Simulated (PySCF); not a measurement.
# Working with the constants of AlO

r²SCAN constants of AlO, ²Σ⁺ (doublet), unpaired electrons σ ↑ (Al cc-pV(D+d)Z, O cc-pVDZ; no relativity (PySCF 2.14); masses 26.9815 and 15.9949 u):

- ωe: 967.3 cm⁻¹
- ωexe: 6.57 cm⁻¹
- Be: 0.63238 cm⁻¹
- αe: 0.00553 cm⁻¹
- D (centrifugal): 1.08e-06 cm⁻¹
- De to Al + O: 5.24 eV

Question: Give the vibrational terms G(v) and spacings up to v = 6.

Answer: G(v) = ωe(v+½) − ωexe(v+½)².

| v | G(v) (cm⁻¹) | G(v) − G(v−1) | Bv (cm⁻¹) |
| --- | --- | --- | --- |
| 0 | 482.0 |  | 0.6296 |
| 1 | 1436.2 | 954.2 | 0.6241 |
| 2 | 2377.2 | 941.0 | 0.6186 |
| 3 | 3305.1 | 927.9 | 0.6130 |
| 4 | 4219.8 | 914.7 | 0.6075 |
| 5 | 5121.4 | 901.6 | 0.6020 |
| 6 | 6009.9 | 888.5 | 0.5964 |

Question: How well does the Morse estimate ωe²/(4ωexe) reproduce De, and what is D0?

Answer: It gives 4.41 eV, 84 % of the computed De. D0 = De − G(0) = 5.24 − 0.06 = 5.18 eV.

The state was picked by a PBE0 search and need not be the measured ground state.
